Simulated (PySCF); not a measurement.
**Potential energy of AlH along the bond**

Set-up: PySCF, no relativity, basis sets Al def2-TZVP, H def2-TZVP. Energies in eV from Al + H in their ground configurations at the same level. State: ¹Σ⁺ (singlet), closed shell.

All columns are PBE0. A positive dipole means Al(−)H(+).

| R (Å) | E (eV) | μ (D) | Mulliken charge on Al (basis-dependent) | HOMO (eV) | LUMO (eV) | Mayer bond order | ⟨S²⟩ |
| --- | --- | --- | --- | --- | --- | --- | --- |
| 1.433 | -2.629 | 0.77 | 0.11 | -5.65 | -1.72 | 0.90 | 0.00 |
| 1.499 | -2.824 | 0.54 | 0.12 | -5.71 | -1.74 | 0.90 | 0.00 |
| 1.566 | -2.937 | 0.29 | 0.13 | -5.76 | -1.76 | 0.91 | 0.00 |
| 1.616 | -2.979 | 0.10 | 0.14 | -5.79 | -1.78 | 0.91 | 0.00 |
| 1.666 | -2.991 | -0.09 | 0.14 | -5.83 | -1.80 | 0.92 | 0.00 |
| 1.716 | -2.979 | -0.29 | 0.15 | -5.85 | -1.82 | 0.92 | 0.00 |
| 1.783 | -2.933 | -0.56 | 0.16 | -5.88 | -1.85 | 0.92 | 0.00 |
| 1.866 | -2.839 | -0.89 | 0.17 | -5.91 | -1.89 | 0.93 | 0.00 |
| 1.966 | -2.687 | -1.30 | 0.18 | -5.92 | -1.95 | 0.93 | 0.00 |
| 2.099 | -2.446 | -1.84 | 0.20 | -5.89 | -2.02 | 0.93 | 0.00 |

A fit through these points gives, at Re = 1.665 Å, μ = -0.09 D and dμ/dR = -3.92 D/Å; the reduced mass is 0.9715 u.

**Question.** How strong is the fundamental in the double-harmonic approximation, I = 42.26·(dμ/dR)²/μred km/mol?

**Answer.** I = 42.26·(-3.92)²/0.9715 = 668 km/mol at PBE0.
